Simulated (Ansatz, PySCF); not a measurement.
System: methylsilane, CH₆Si, charge 0, multiplicity 1. SMILES: C[SiH3]
Geometry: optimised at B3LYP-D3(BJ)/def2-TZVP (Ansatz, a program for electronic structure).

PBE beside other levels, property by property. Correlated levels leave the core frozen unless marked. UHF or UKS for open shells. Spin-orbit coupling is left out. Non-relativistic. CBS marks a two-point X^-3 extrapolation of the correlation energy; Hartree-Fock from the larger set. The bracket is a focal-point correction in the basis named. Rows marked 298 K are enthalpies with B3LYP-D3(BJ) harmonic zero-point and thermal terms from PySCF. Enthalpies of formation rest on the atoms' values in the G2/97 table (older ones for B and Si), with no core term in the frozen-core levels. The coupled-cluster column (Ansatz) is a level with limits of its own: RI-MP2/CBS(def2-TZVPPD,def2-QZVPPD)+[CCSD(T)-MP2]/def2-TZVPPD.

| property | r2SCAN/def2-TZVPD (Ansatz) | wB97M-V/def2-TZVPD (Ansatz) | B2PLYP-D3(BJ)/def2-TZVPD (Ansatz + dftd3) | coupled cluster | measured |
|---|---|---|---|---|---|
| C-Si bond dissociation enthalpy, 298 K, to [CH3] (CH3) + [SiH3] (SiH3) (kcal/mol) | 81.3 | 90.1 | 86.1 | 88.8 | - |
| C-H bond dissociation enthalpy, 298 K, to [CH2][SiH3] + H atom (kcal/mol) | 96.4 | 101.3 | 99.3 | 101.9 | - |
| H-Si bond dissociation enthalpy, 298 K, to C[SiH2] + H atom (kcal/mol) | 87.9 | 93.2 | 90.6 | 93.3 | - |
| enthalpy of formation at 298 K by atomisation (kcal/mol) | -5.4 | -7.6 | -0.4 | -8.4 | -7.0 |

Measured values: G2/97 table in ASE (Curtiss et al.); they hold spin-orbit effects, which all levels lack, and core correlation, which the frozen-core levels lack. This is an older compilation, not checked against later work.

### Question
What does PBE/def2-TZVPD (Ansatz) give for each property, and on which side of the measured value, or else of coupled cluster, does it fall?

### Answer

- C-Si bond dissociation enthalpy, 298 K, to [CH3] (CH3) + [SiH3] (SiH3): PBE lies 3.8 kcal/mol below coupled cluster; PBE gives 85.0 kcal/mol.
- C-H bond dissociation enthalpy, 298 K, to [CH2][SiH3] + H atom: PBE lies 3.7 kcal/mol below coupled cluster; PBE gives 98.2 kcal/mol.
- H-Si bond dissociation enthalpy, 298 K, to C[SiH2] + H atom: PBE lies 6.7 kcal/mol below coupled cluster; PBE gives 86.6 kcal/mol.
- enthalpy of formation at 298 K by atomisation: PBE lies 6.2 kcal/mol above the measured value; PBE gives -0.8 kcal/mol.
